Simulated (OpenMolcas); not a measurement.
# singlet BClF+: levels of theory compared

Aim: a comparison of 6 runs (UHF/STO-3G, B2PLYP/STO-3G, M06-2X/STO-3G, PBE/STO-3G, r2SCAN/STO-3G, MP2/STO-3G) of singlet BClF+. 

The calculation is run with OpenMolcas 26.06.

1 further run of the same task is left out (for a known fault of the program).

**1. Starting point**

The species is BClF+ (3 atoms), meant as a singlet with charge +1. SMILES of the parent species: `F[B]Cl`. The coordinates come from a GFN2-xTB relaxation. That shape belongs to the parent species and isn't relaxed for this state.

Bond lengths: F1–B2 1.321 Å, B2–Cl3 1.698 Å. Angles: F1–B2–Cl3 118.2°.

**2. A single-point energy at UHF/STO-3G (run 1)**

step1.input reads:

```
* BClF Hartree-Fock

&GATEWAY
  BasLib
  $CurrDir
  Coord
  3
  angstrom
  F        0.525930       1.064250       0.395700
  B       -0.391190       0.306940      -0.178100
  Cl      -0.134740      -1.371190      -0.217610
  Basis
  STO-3G
  Group
  NoSym

&SEWARD

&SCF
  UHF
  Charge
  1
  Scramble
  0.25
  PrOrbitals
  1 1
```

The basis set STO-3G is read from a file made from the Basis Set Exchange's data (not shown).

Run with:

```bash
$ export MOLCAS_MEM=1860
$ pymolcas step1.input > step1.log
```

Standard output:

```text
--- Start Module: gateway ---
[...]
--- Stop Module: gateway /rc=_RC_ALL_IS_WELL_ ---
--- Start Module: seward ---
[...]
      Basis functions           19
--- Stop Module: seward /rc=_RC_ALL_IS_WELL_ ---
--- Start Module: scf ---
[...]
       Convergence after  20 Iterations
[...]
::    Total SCF energy                               -576.7157554868
[...]
      Total spin, S                                     0.0000000000
[...]
      Total electronic charge=   30.000000
      Total            charge=    1.000000
[...]
      Dipole Moment (debye):
      Origin of the operator (angstrom)=    0.0150   -0.3748   -0.0316
                   X= -2.3893E+00               Y=  3.1644E+00               Z= -9.5130E-01           Total=  4.0776E+00
      Center of Charge (angstrom)
[...]
--- Stop Module: scf /rc=_RC_ALL_IS_WELL_ ---
[...]
```

It took 1.6 s on 1 thread of Arm Neoverse V2, shared host; peak memory 0.37 GiB.

**3. A single-point energy at B2PLYP/STO-3G (run 2)**

run.input reads:

```
>>> EXPORT MOLCAS_PRINT=2

&GATEWAY
 BASLIB = $CurrDir
 COORD
 3
 angstrom
 F        0.525930       1.064250       0.395700
 B       -0.391190       0.306940      -0.178100
 Cl      -0.134740      -1.371190      -0.217610
 BASIS = STO-3G
 GROUP = NoSym

&SEWARD
 GRIDINPUT
 Grid=UltraFine
 End of Grid

&SCF
 CHARGE = 1
 KSDFT = B2PLYP_SCF
 THRESHOLDS = 1e-10 1e-07 1e-07 1e-05
 PRORBITALS = 1 1

&MBPT2
 FROZEN = 7
```

The basis set STO-3G is read from a file made from the Basis Set Exchange's data (not shown).

Run with:

```bash
$ export MOLCAS_MEM=1860
$ pymolcas run.input > run.log
```

Standard output:

```text
--- Start Module: gateway ---
[...]
--- Stop Module: gateway /rc=_RC_ALL_IS_WELL_ ---
[...]
      Basis functions           19
[...]
--- Start Module: scf ---
[...]
       Convergence after  16 Iterations
[...]
::    Total KS-DFT energy                            -577.5067555663
[...]
      Total spin, S                                     0.0000000000
[...]
      Total electronic charge=   30.000000
      Total            charge=    1.000000
[...]
      Dipole Moment (debye):
      Origin of the operator (angstrom)=    0.0150   -0.3748   -0.0316
                   X= -1.9534E+00               Y=  2.9881E+00               Z= -7.3535E-01           Total=  3.6449E+00
      Center of Charge (angstrom)
[...]
--- Stop Module: scf /rc=_RC_ALL_IS_WELL_ ---
[...]
--- Start Module: mbpt2 ---
[...]
 ###    WARNING: MP2 implementation intended for RHF references only         ###
 ###############################################################################
MBPT2 WARNING: Reference function according to RunFile:KS-DFT
I'll assume you know what you're doing and continue
WARNING!
Default frozen orbitals as non valence orbitals is overwritten by user input.
Default values:   7
[...]
       Reference weight ( Cref**2 )         =        0.88876
::    Total MBPT2 energy                             -577.6632943747
[...]
      Total MBPT2 calculations                           0.03      0.03
--- Stop Module: mbpt2 /rc=_RC_ALL_IS_WELL_ ---
[...]
```

Run time: 3.3 s. Hardware: 1 thread of Arm Neoverse V2, shared host; peak memory 0.37 GiB.

Runs 3 to 4 aren't shown in full; the table further down has their settings and results.

**4. A single-point energy at r2SCAN/STO-3G (run 5)**

run.inp reads:

```
* BClF Kohn-Sham DFT

&GATEWAY
  BASLIB = $CurrDir
  COORD
  3
  angstrom
  F        0.525930       1.064250       0.395700
  B       -0.391190       0.306940      -0.178100
  Cl      -0.134740      -1.371190      -0.217610
  BASIS = STO-3G
  GROUP = NoSym

&SEWARD
  GRIDINPUT
  Grid=UltraFine
  End of Grid

&SCF
  CHARGE = 1
  KSDFT = 2
  1.0 MGGA_X_R2SCAN
  1.0 MGGA_C_R2SCAN
  THRESHOLDS = 1e-10 1e-07 1e-07 1e-05
  PRORBITALS = 1 1
```

The basis set STO-3G is read from a file made from the Basis Set Exchange's data (not shown).

Run with:

```bash
$ export MOLCAS_MEM=1860
$ pymolcas run.inp > run.log
```

Standard output:

```text
--- Start Module: gateway ---
[...]
--- Stop Module: gateway /rc=_RC_ALL_IS_WELL_ ---
--- Start Module: seward ---
[...]
      Basis functions           19
--- Stop Module: seward /rc=_RC_ALL_IS_WELL_ ---
--- Start Module: scf ---
[...]
       Convergence after  17 Iterations
[...]
::    Total KS-DFT energy                            -577.8026602087
[...]
      Total spin, S                                     0.0000000000
[...]
      Total electronic charge=   30.000000
      Total            charge=    1.000000
[...]
      Dipole Moment (debye):
      Origin of the operator (angstrom)=    0.0150   -0.3748   -0.0316
                   X= -1.5749E+00               Y=  2.8188E+00               Z= -5.4949E-01           Total=  3.2753E+00
      Center of Charge (angstrom)
[...]
--- Stop Module: scf /rc=_RC_ALL_IS_WELL_ ---
[...]
```

Run time: 3.9 s. Hardware: 1 thread of Arm Neoverse V2, shared host; peak memory 0.37 GiB.

**5. A single-point energy at MP2/STO-3G (run 6)**

run.input reads:

```
* BClF MP2

&gateway
 baslib
 $CurrDir
 coord
 3
 angstrom
 F        0.525930       1.064250       0.395700
 B       -0.391190       0.306940      -0.178100
 Cl      -0.134740      -1.371190      -0.217610
 basis
 STO-3G
 group
 NoSym

&seward

&scf
 charge
 1
 thresholds
 1e-10 1e-07 1e-07 1e-05
 prorbitals
 1 1

&mbpt2
 frozen
 7
```

The basis set STO-3G is read from a file made from the Basis Set Exchange's data (not shown).

Run with:

```bash
$ export MOLCAS_MEM=1860
$ pymolcas run.input > run.log
```

Standard output:

```text
--- Start Module: gateway ---
[...]
--- Stop Module: gateway /rc=_RC_ALL_IS_WELL_ ---
[...]
      Basis functions           19
[...]
--- Start Module: scf ---
[...]
       Convergence after  17 Iterations
[...]
::    Total SCF energy                               -576.7157554868
[...]
      Total spin, S                                     0.0000000000
[...]
      Total electronic charge=   30.000000
      Total            charge=    1.000000
[...]
      Dipole Moment (debye):
      Origin of the operator (angstrom)=    0.0150   -0.3748   -0.0316
                   X= -2.3893E+00               Y=  3.1644E+00               Z= -9.5130E-01           Total=  4.0776E+00
      Center of Charge (angstrom)
[...]
--- Stop Module: scf /rc=_RC_ALL_IS_WELL_ ---
--- Start Module: mbpt2 ---
[...]
WARNING!
Default frozen orbitals as non valence orbitals is overwritten by user input.
Default values:   7
[...]
       Reference weight ( Cref**2 )         =        0.94619
::    Total MBPT2 energy                             -576.8162902085
[...]
      Total MBPT2 calculations                           0.03      0.03
--- Stop Module: mbpt2 /rc=_RC_ALL_IS_WELL_ ---
[...]
```

Wall time 1.4 s (1 thread of Arm Neoverse V2, shared host); peak memory 0.37 GiB.

**6. The series**

| run | level | scramble | frozen core orbitals | energy (Eh) | HOMO energy (eV) | LUMO energy (eV) | HOMO–LUMO gap (eV) | wall time |
| --- | --- | --- | --- | --- | --- | --- | --- | --- |
| 1 | UHF/STO-3G | 0.25 | – | -576.715755 | -20.22 | -7.01 | 13.21 | 1.6 s |
| 2 | B2PLYP/STO-3G | – | 7 | -577.549021 | -18.04 | -9.65 | 8.39 | 3.3 s |
| 3 | M06-2X/STO-3G | – | – | -577.864899 | -18.12 | -10.10 | 8.03 | 3.9 s |
| 4 | PBE/STO-3G | – | – | -577.521058 | -15.32 | -12.07 | 3.25 | 3.3 s |
| 5 | r2SCAN/STO-3G | – | – | -577.802660 | -15.67 | -12.00 | 3.67 | 3.9 s |
| 6 | MP2/STO-3G | – | 7 | -576.816290 | -20.22 | -7.01 | 13.21 | 1.4 s |

**7. Results**

| quantity | value |
| --- | --- |
| run 6: total energy | -576.81629 Eh |
| run 6: HOMO energy (Hartree–Fock orbitals) | -20.22 eV |
| run 6: LUMO energy (Hartree–Fock orbitals) | -7.01 eV |
| run 6: HOMO–LUMO gap (Hartree–Fock orbitals) | 13.21 eV |
| run 6: correlation energy (7 core orbitals frozen) | -100.5 mEh |

Over runs 1, 2, 3, 4, 5 the HOMO–LUMO gap runs from 3.25 eV (PBE/STO-3G) to 13.21 eV (UHF/STO-3G). For B2PLYP the log adds the whole second-order term; the table takes 0.27 of it, as the functional is defined. Totals of different functionals can't be ranked against each other. In runs 1, 2, 3, 4, 5, 6 the basis is minimal, so the values are rough. All runs together took 17 s, the longest 3.9 s.
